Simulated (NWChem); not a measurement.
# One shape, several levels: [NH3]+ (SMILES [NH3+])

Aim: a comparison of 5 runs (UHF/def2-SVP, UB3LYP/6-31G*, UPBE0/def2-SVP, UPBE0/pcseg-2) of [NH3]+. 

The results are computed with NWChem 7.3.0.

### Step 1. The structure to begin with

The species is [NH3]+ (4 atoms), meant as a doublet with charge +1. SMILES: `[NH3+]`. The shape is that of a GFN2-xTB optimisation.

Bond lengths: N1–H2 1.028 Å, N1–H3 1.028 Å, N1–H4 1.028 Å. Angles: H2–N1–H3 120.0°, H2–N1–H4 120.0°, H3–N1–H4 120.0°.

### Step 2. Energy and forces at UHF/def2-SVP (run 1)

The input, run.py:

```python
from ase import Atoms
from ase.calculators.nwchem import NWChem

molecule = Atoms('NHHH', positions=[
    [0.000140, -0.000820, -0.000330],
    [0.510700, -0.238750, 0.859300],
    [-0.995460, -0.239520, -0.089810],
    [0.484620, 0.479080, -0.769160],
])

calc = NWChem(
    label='h3n',
    theory='scf',
    memory='2200 mb',
    basis='def2-SVP',
    basispar='spherical bse',
    charge=1,
    scf={'nopen': '1', 'uhf': None, 'thresh': '1e-08', 'maxiter': '80'},
)
molecule.calc = calc

forces = molecule.get_forces()
print("Total energy (eV):", round(molecule.get_potential_energy(), 6))
print("forces (eV/A):")
for s, f in zip(molecule.symbols, forces):
    print(f"{s:2s} {f[0]:10.5f} {f[1]:10.5f} {f[2]:10.5f}")
```

Command:

```
export ASE_NWCHEM_COMMAND="nwchem PREFIX.nwi > PREFIX.nwo"
python run.py
```

The program printed:

```text
Total energy (eV): -1519.416002
forces (eV/A):
N     0.00026    0.00828    0.00453
H    -0.19885    0.08896   -0.33301
H     0.38531    0.08958    0.03445
H    -0.18671   -0.18682    0.29403
```

The calculator wrote h3n.nwi:

```
title "h3n"

permanent_dir h3n

scratch_dir h3n

start h3n

geometry units angstrom nocenter noautosym noautoz
  N  1.3999999999999999e-04 -8.1999999999999998e-04 -3.3000000000000000e-04
  H  5.1070000000000004e-01 -2.3874999999999999e-01 8.5929999999999995e-01
  H  -9.9546000000000001e-01 -2.3952000000000001e-01 -8.9810000000000001e-02
  H  4.8462000000000000e-01 4.7908000000000001e-01 -7.6915999999999995e-01
end

charge 1

memory 2200 mb

basis spherical bse noprint
   * library def2-SVP
end

scf
  nopen 1
  uhf
  thresh 1e-08
  maxiter 80
end

task scf gradient
```

h3n.nwo, cut to the lines that bear on the results:

```text
[...]
      One electron energy =    -94.977881853253
[... 1 line left out ...]
 Nuclear repulsion energy =     11.704921308262
[... 27 lines left out ...]
          Final beta eigenvalues
[... 143 lines left out ...]
                     UHF Final Beta Molecular Orbital Analysis
[...]
  wavefunction    =   UHF
                         UHF ENERGY GRADIENTS
    atom               coordinates                        gradient
                 x          y          z           x          y          z
   1 N       0.000265  -0.001550  -0.000624   -0.000005  -0.000161  -0.000088
   2 H       0.965083  -0.451172   1.623842    0.003867  -0.001730   0.006476
   3 H      -1.881147  -0.452627  -0.169716   -0.007493  -0.001742  -0.000670
   4 H       0.915799   0.905330  -1.453502    0.003631   0.003633  -0.005718
[...]
```

Wall time 1.2 s (1 thread of Intel Xeon 6975P-C (Granite Rapids), shared host); peak memory 0.097 GiB.

### Step 3. Energy and gradient at UB3LYP/6-31G(d) (Cartesian functions) (run 2)

The input, h3n.xyz:

```xyz
4
H3N B3LYP
N      0.000140    -0.000820    -0.000330
H      0.510700    -0.238750     0.859300
H     -0.995460    -0.239520    -0.089810
H      0.484620     0.479080    -0.769160
```

The input, run.py:

```python
from ase.io import read
from ase.calculators.nwchem import NWChem

molecule = read('h3n.xyz')

calc = NWChem(
    label='h3n',
    theory='dft',
    memory='2200 mb',
    basis='6-31G*',
    charge=1,
    dft={'xc': 'b3lyp', 'mult': '2', 'grid': 'xfine', 'convergence': 'energy 1e-08', 'iterations': '100', 'mulliken': None, 'print': 'low'},
)
molecule.calc = calc

forces = molecule.get_forces()
e = molecule.get_potential_energy()
print(f"E = {e:.6f} eV")
print("forces (eV/A):")
for s, f in zip(molecule.symbols, forces):
    print(f"{s:2s} {f[0]:10.5f} {f[1]:10.5f} {f[2]:10.5f}")
```

Command:

```
export ASE_NWCHEM_COMMAND="nwchem PREFIX.nwi > PREFIX.nwo"
python run.py
```

The program printed:

```text
E = -1528.854667 eV
forces (eV/A):
N     0.00015    0.00730    0.00417
H     0.02844   -0.01707    0.04942
H    -0.05754   -0.01682   -0.00545
H     0.02895    0.02653   -0.04813
```

The calculator wrote h3n.nwi:

```
title "h3n"

permanent_dir h3n

scratch_dir h3n

start h3n

geometry units angstrom nocenter noautosym noautoz
  N  1.3999999999999999e-04 -8.1999999999999998e-04 -3.3000000000000000e-04
  H  5.1070000000000004e-01 -2.3874999999999999e-01 8.5929999999999995e-01
  H  -9.9546000000000001e-01 -2.3952000000000001e-01 -8.9810000000000001e-02
  H  4.8462000000000000e-01 4.7908000000000001e-01 -7.6915999999999995e-01
end

charge 1

memory 2200 mb

basis noprint
   * library 6-31G*
end

dft
  xc b3lyp
  mult 2
  grid xfine
  convergence energy 1e-08
  iterations 100
  mulliken
  print low
end

task dft gradient
```

h3n.nwo, cut to the lines that bear on the results:

```text
[...]
         Total DFT energy =      -56.184373158274
      One electron energy =      -95.095586008865
           Coulomb energy =       34.890497997963
    Exchange-Corr. energy =       -7.684206455635
 Nuclear repulsion energy =       11.704921308262
[... 31 lines left out ...]
    Atom       Charge   Shell Charges
 -----------   ------   -------------------------------------------------------
[...]
      <S2> =      0.7536 (Exact =     0.7500)
                         DFT ENERGY GRADIENTS
    atom               coordinates                        gradient
                 x          y          z           x          y          z
   1 N       0.000265  -0.001550  -0.000624   -0.000003  -0.000142  -0.000081
   2 H       0.965083  -0.451172   1.623842   -0.000553   0.000332  -0.000961
   3 H      -1.881147  -0.452627  -0.169716    0.001119   0.000327   0.000106
   4 H       0.915799   0.905330  -1.453502   -0.000563  -0.000516   0.000936
 Task  times  cpu:        2.7s     wall:        2.7s
 Total times  cpu:        2.7s     wall:        2.7s
```

Run time: 3.9 s. Hardware: 1 thread of Intel Xeon 6975P-C (Granite Rapids), shared host; peak memory 0.12 GiB.

Runs 3 to 4 aren't shown in full; the table further down has their settings and results.

### Step 4. Energy and gradient at UPBE0/pcseg-2 (run 5)

The input, h3n.nw:

```
echo
start h3n
title "H3N gradient"
memory 2200 mb
charge 1

geometry noautosym nocenter noautoz
  N     0.000140   -0.000820   -0.000330
  H     0.510700   -0.238750    0.859300
  H    -0.995460   -0.239520   -0.089810
  H     0.484620    0.479080   -0.769160
end

basis spherical bse
  N library pcseg-2
  H library pcseg-2
end

dft
  xc pbe0
  mult 2
  grid xfine
  convergence energy 1e-08
  maxiter 100
  mulliken
end

task dft gradient
```

Command:

```
nwchem h3n.nw > h3n.out
```

The program printed:

```text
[...]
          Wavefunction type:  spin polarized.
          No. of atoms     :     4
          No. of electrons :     9
[...]
          Charge           :     1
          Spin multiplicity:     2
[...]
          AO basis - number of functions:    72
[...]
              XC Information
              --------------
                         PBE0 Method XC Functional
                     Hartree-Fock (Exact) Exchange  0.250
          PerdewBurkeErnzerhof Exchange Functional  0.750
            Perdew 1991 LDA Correlation Functional  1.000 local
           PerdewBurkeErnz. Correlation Functional  1.000 non-local
[...]
 d= 0,ls=0.0,diis     1    -56.0309816254 -6.77D+01  4.68D-03  3.63D-01     1.5
[...]
 d= 0,ls=0.0,diis     8    -56.1464342046 -2.96D-11  5.21D-09  2.69D-13    11.5
[...]
         Total DFT energy =      -56.146434204592
      One electron energy =      -95.190002784206
           Coulomb energy =       34.977820264920
    Exchange-Corr. energy =       -7.639172993568
 Nuclear repulsion energy =       11.704921308262
[...]
      Total Density - Mulliken Population Analysis
     ---------------------------------------------
    Atom       Charge   Shell Charges
 -----------   ------   -------------------------------------------------------
    1 N    7     6.92   2.00  0.60  0.72  0.11  1.58  1.59  0.32  0.00  0.01  0.00
    2 H    1     0.69   0.39  0.25 -0.00  0.01  0.04  0.00
    3 H    1     0.69   0.39  0.25 -0.00  0.01  0.04  0.00
    4 H    1     0.69   0.39  0.25 -0.00  0.01  0.04  0.00
[...]
      <S2> =      0.7544 (Exact =     0.7500)
[...]
  wavefunction    = open shell
                         DFT ENERGY GRADIENTS
    atom               coordinates                        gradient
                 x          y          z           x          y          z
   1 N       0.000265  -0.001550  -0.000624    0.000001  -0.000153  -0.000085
   2 H       0.965083  -0.451172   1.623842    0.001948  -0.000837   0.003252
   3 H      -1.881147  -0.452627  -0.169716   -0.003760  -0.000845  -0.000333
   4 H       0.915799   0.905330  -1.453502    0.001811   0.001835  -0.002834
[...]
```

Wall time 15 s (1 thread of Intel Xeon 6975P-C (Granite Rapids), shared host); peak memory 0.13 GiB.

### Step 5. All runs side by side

| run | level | Cartesian functions | iteration cap | energy (Eh) | HOMO energy (eV) | LUMO energy (eV) | ⟨S²⟩ | wall time |
| --- | --- | --- | --- | --- | --- | --- | --- | --- |
| 1 | UHF/def2-SVP | no | 80 | -55.837509 | -25.11 | -6.31 | 0.761 | 1.2 s |
| 2 | UB3LYP/6-31G* (Cartesian functions) | yes | 100 | -56.184373 | – | – | 0.754 | 3.9 s |
| 3 | UB3LYP/6-31G* (spherical functions) | no | 100 | -56.183179 | -19.43 | -13.27 | 0.754 | 3.3 s |
| 4 | UPBE0/def2-SVP | no | 100 | -56.080177 | – | – | 0.754 | 4.5 s |
| 5 | UPBE0/pcseg-2 | no | 100 | -56.146434 | -19.90 | -12.74 | 0.754 | 15 s |

### Step 6. What came out

| quantity | value |
| --- | --- |
| run 5: total energy | -56.14643 Eh |
| run 5: HOMO energy (highest over α and β) | -19.90 eV |
| run 5: LUMO energy (lowest over α and β) | -12.74 eV |
| run 5: ⟨S²⟩ | 0.754 |
| run 5: largest force on an atom | 0.200 eV/Å |

What this shows: Totals of different functionals can't be ranked against each other. All runs together took 28 s, the longest 15 s.
